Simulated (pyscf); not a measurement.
HC≡CH + HF -> :C=CH₂ [singlet] + HF, a concerted two-bond exchange (singlet surface; C–H, F–H broken, C–H, F–H formed). Optimised with ωB97X-D3(BJ)/def2-SVP in PySCF. MP2 and CC: frozen core, UHF for open shells. ΔMP2 is the change of the MP2 total energy from the triple- to the quadruple-zeta basis. Energies in kcal/mol from the separated reactants.

AM1 to PM7: differences of heats of formation from MOPAC. 

In single points AM1 puts the saddle at 138.6 kcal/mol and the reaction energy at +58.2 kcal/mol. Should these be trusted to within a few kcal/mol? Compare with CCSD(T)/def2-TZVPP + ΔMP2(QZVPP).

CCSD(T)/def2-TZVPP + ΔMP2(QZVPP) gives ΔE‡ = 64.8 kcal/mol and ΔE = +44.8 kcal/mol. AM1 lies 73.8 kcal/mol over it in the barrier and 13.4 kcal/mol over it in the reaction energy, so on this step it does not hold to within 3.0 kcal/mol. CCSD(T)/def2-TZVPP + ΔMP2(QZVPP) has limits of its own. On the reactant side the descent ends in a complex, 5.3 kcal/mol under the separated species and 66.3 kcal/mol under the saddle at ωB97X-D3(BJ)/def2-TZVP. On the product side the descent ends in a complex, 5.8 kcal/mol under the separated species and 25.1 kcal/mol under the saddle at ωB97X-D3(BJ)/def2-TZVP. At ωB97X-D3(BJ) the barrier from the zero used here is 60.9 kcal/mol. The same reactants have a lower exit, to H₂C=CH–F (barrier +45.4 kcal/mol at ωB97M-D3(BJ), against +59.8 kcal/mol here). This is the saddle that the search found; another between the same sides may lie lower. The CCSD(T) − MP2 part came from Ansatz, without density fitting, on the same reference.
